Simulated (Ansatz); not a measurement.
Several settings on one geometry of the cluster SiO₂ (that of the charge 0 singlet, PBE0-D4/def2-TZVP). Ansatz on 4 threads of AMD EPYC 7B13 on a shared host; times are rough.

| atom | x (Å) | y (Å) | z (Å) |
| --- | --- | --- | --- |
| Si1 | 0.000 | 0.000 | 0.000 |
| O2 | -1.347 | -0.668 | 0.090 |
| O3 | 1.347 | 0.668 | -0.090 |

Totals from different functionals, basis sets or treatments of relativity can't be compared as stabilities.

The 6-31G sets use Cartesian d functions. Correlated methods freeze 7 core orbitals. In CCSD on the charge 1 doublet the largest single amplitude is 0.21, so its Hartree–Fock determinant may place the open shell otherwise than the density functionals do.

Scalar relativity in a set contracted without it gives distorted totals.

The spins typed aren't always the lowest for that charge.

Give the basis size and estimate the energy, ⟨S²⟩ and time of these runs.

| run | method | charge | state | further keys |
| --- | --- | --- | --- | --- |
| 1 | RKS r2SCAN-D3(BJ)/aug-cc-pVDZ | 0 | singlet | scf: {omitted_lower_state_checks: [starts]}; forces asked |
| 2 | UKS r2SCAN50/6-31++G** | 0 | triplet | pseudopotentials: {relativity: scalar}; scf: {omitted_lower_state_checks: [starts]} |
| 3 | RKS PBEsol-D4/def2-TZVP | 0 | singlet | scf: {omitted_lower_state_checks: [starts]} |
| 4 | UHF, ccsd_t/6-31++G** | 1 | doublet | electrons: outside_noble_gas; scf: {omitted_lower_state_checks: [starts]} |


```json
{"run": "1", "functions": "73", "energy (Eh)": "-439.8554", "⟨S²⟩": "–", "wall time": "0.7 s"}
{"run": "2", "functions": "61", "energy (Eh)": "-440.2542", "⟨S²⟩": "2.01", "wall time": "7.5 s"}
{"run": "3", "functions": "99", "energy (Eh)": "-438.7156", "⟨S²⟩": "–", "wall time": "0.3 s"}
{"run": "4", "functions": "61", "energy (Eh)": "-438.6501", "⟨S²⟩": "1.09", "wall time": "6 s"}
```

At UHF, ccsd_t/6-31++G** the program marks the result for the charge 1 doublet as doubtful (other roots). At UHF, ccsd_t/6-31++G** T1 of the charge 1 doublet is large (up to 0.060), so the single-reference result is doubtful. At UHF, ccsd_t/6-31++G** the charge 1 doublet is spin-contaminated (final ⟨S²⟩ up to 1.09, 0.75 for a pure state). At UHF, ccsd_t/6-31++G** the stability test found the charge 1 doublet unstable.
